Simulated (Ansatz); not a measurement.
Total energies of H5OSi2, SMILES `O[SiH2][SiH2]` radical.

```xyz
8

O     1.695   -0.912    0.266
Si    0.129   -0.527    0.620
Si   -0.929    0.544   -1.167
H     2.304   -0.192    0.097
H    -0.559   -1.813    0.890
H     0.060    0.321    1.848
H    -2.394    0.742   -0.979
H    -0.306    1.837   -1.574
```

The species carries charge 0 and has multiplicity 2. The structure was optimised at the PBE0-D4/def2-TZVP level. It is one conformer, not always the lowest. Basis def2-TZVPP, the Gaussian-basis code of Ansatz.

RPA on PBE orbitals: Hartree–Fock energy of these orbitals -655.65123 Eh, correlation -0.84377 Eh (frozen core).

```tsv
functional	energy without D4 (Eh)	D4 term (kJ/mol)
LDA (SPW92)	-654.35088	–
revPBE	-657.10914	-41.8
BLYP	-657.22945	-32.4
B97M-V	-657.08240	–
PBE0	-656.92709	-12.6
r2SCANh	-657.15729	-3.7
HSE06 (plane-wave form)	-656.91004	-11.8
BHLYP	-657.21816	-19.9
ωB97M-V	-657.17232	–
B2PLYP	-656.95939	–
```

Problem. Give the same for PBE, r2SCAN, B3LYP, r2SCAN0, CAM-B3LYP, LC-ωPBE, ωB97X-V, PBE-QIDH. (Estimate.)

Solution. Ansatz gave: 
```json
{"functional": "PBE", "energy without D4 (Eh)": "-656.86644", "D4 term (kJ/mol)": "-14.9"}
{"functional": "r2SCAN", "energy without D4 (Eh)": "-657.16489", "D4 term (kJ/mol)": "-3.5"}
{"functional": "B3LYP", "energy without D4 (Eh)": "-657.30202", "D4 term (kJ/mol)": "-24.2"}
{"functional": "r2SCAN0", "energy without D4 (Eh)": "-657.14670", "D4 term (kJ/mol)": "-4.1"}
{"functional": "CAM-B3LYP", "energy without D4 (Eh)": "-657.24042", "D4 term (kJ/mol)": "-12.9"}
{"functional": "LC-ωPBE", "energy without D4 (Eh)": "-657.03002", "D4 term (kJ/mol)": "–"}
{"functional": "ωB97X-V", "energy without D4 (Eh)": "-657.13289", "D4 term (kJ/mol)": "–"}
{"functional": "PBE-QIDH", "energy without D4 (Eh)": "-656.74508", "D4 term (kJ/mol)": "–"}
```

B3LYP takes the VWN-RPA correlation (the form of Gaussian; ORCA's B3LYP/G). HSE06 is the plane-wave form, built on full-range PBE exchange. The double hybrids freeze the cores in their second-order part.

LC-ωPBE has ω = 0.4 bohr⁻¹.
